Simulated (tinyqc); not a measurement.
Inside a calculation. Method: Hueckel theory of the pi electrons, for the molecule [CH2]C=C (SMILES; centres numbered as the heavy atoms are written). One step of it, computed by the program tinyqc.

Question. Energy, charges, bond orders. E = sum n x; q_r = z_r - P_rr; bond order p = P_rs; free valence = sqrt(3) - sum of p over the bonds of the atom.

x values: 1.414214  0.000000  -1.414214

occupations: 2.000000  1.000000  0.000000

charge and bond-order matrix P, lower triangle:
```
          1C        2C        3C
1C  1.000000
2C  0.707107  1.000000
3C  0.000000  0.707107  1.000000
```

Centres:
```
centre  z_r, pi electrons of the neutral centre         h
1C                                            1  0.000000
2C                                            1  0.000000
3C                                            1  0.000000
```

Bonds:
```
i  j  k
1  2  1
2  3  1
```

Give: pi energy = 3 alpha + this times beta; pi charges; Bond orders and lengths from R = 1.517 - 0.180 p; free valence of the carbons; gap between the highest filled and the next level.

Answer.

pi energy = 3 alpha + this times beta = 2.8284

pi charges: 1C 0.0000, 2C 0.0000, 3C 0.0000

Bond orders and lengths from R = 1.517 - 0.180 p (angstrom, C-C alone):
```
bond       p       R
1-2   0.7071  1.3897
2-3   0.7071  1.3897
```

free valence of the carbons: 1C 1.0249, 2C 0.3178, 3C 1.0249

gap between the highest filled and the next level = 1.4142 |beta|
